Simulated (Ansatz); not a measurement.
1T (CdI2-type) HfS2 was calculated with HSE06 in Ansatz (PAW).

Numerical settings: plane-wave cutoff 520 eV, 12×12×4 k mesh (along the axes of the cell as run), Fermi–Dirac smearing 0.01 eV, scalar-relativistic PAW data made under PBE.

Starting structure:

```yaml
crystal:
  lattice:
    - [3.63000, 0.00000, 0.00000]
    - [-1.81500, 3.14367, 0.00000]
    - [0.00000, 0.00000, 5.85000]
  atoms:
    - { symbol: Hf, position: [0.00000, 0.00000, 0.00000] }
    - { symbol: S, position: [0.33333, 0.66667, 0.25000] }
    - { symbol: S, position: [0.66667, 0.33333, 0.75000] }
```

Problem. Into what structure does the relaxation of cell and atoms lead at this level, with the symmetry of the start kept?

Solution. The volume grows by 16 %; final space group P-3m1.
```yaml
crystal:
  lattice:
    - [3.64879, 0.00000, 0.00000]
    - [-1.82439, 3.15994, 0.00000]
    - [0.00000, 0.00000, 6.68972]
  atoms:
    - { symbol: Hf, position: [0.00000, 0.00000, 0.00000] }
    - { symbol: S, position: [0.33333, 0.66667, 0.21426] }
    - { symbol: S, position: [0.66667, 0.33333, 0.78574] }
```

Note: the cell comes from a level without a dispersion term, which matters for the spacing of layers, chains or molecules; the cell has widely spaced layers and the level no dispersion term, so their spacing and the moduli can rest on weak binding.

Ansatz is an electronic-structure program.
